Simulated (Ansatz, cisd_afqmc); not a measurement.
System: CH2, charge 0, singlet. This singlet is an excited state, 0.4 eV above the triplet at CCSD(T)/cc-pV5Z (Ansatz, a first-principles code). CH2 (SMILES [CH2]).
B3LYP-D3(BJ)/def2-TZVP minimum from Ansatz:
```xyz
3

C      0.0073     0.0003     0.1749
H     -0.0104     0.8611    -0.5267
H     -0.0333    -0.8629    -0.5227
```

Total energies in cc-pVDZ, 6 correlated electrons, 1 frozen orbitals. Radicals and triplets start from unrestricted determinants; spin-orbit coupling is neglected. Correlated methods leave the cores frozen. No relativity. The Monte Carlo rows (phaseless AFQMC, CISD trial, step 0.005/hartree) carry one-sigma bars that omit the constraint's bias. Outlying blocks are dropped, and bars are widened where a walk drifts. Over all cases where full CI ran beside it in this data, AFQMC minus full CI had a median of +0.1 mEh and passed +0.4 mEh in a tenth of the cases. The restricted determinant of CH2 ([CH2], singlet) is unstable towards broken spin symmetry in at least one set run.

| method | program | energy (Eh) | error against FCI (mEh) |
|---|---|---|---|
| HF | Ansatz | -38.88107 | 142.04 |
| MP2 | Ansatz | -38.99129 | 31.82 |
| CCSD | Ansatz | -39.01930 | 3.81 |
| CCSD(T) | Ansatz | -39.02220 | 0.91 |
| CCSDT(Q) | Ansatz | -39.02307 | 0.04 |
| CCSDTQ | Ansatz | -39.02310 | 0.01 |
| AFQMC/CISD | cisd_afqmc | -39.0228 ± 0.0002 | 0.3 ± 0.2 |
| FCI | Ansatz | -39.02311 | 0.00 |
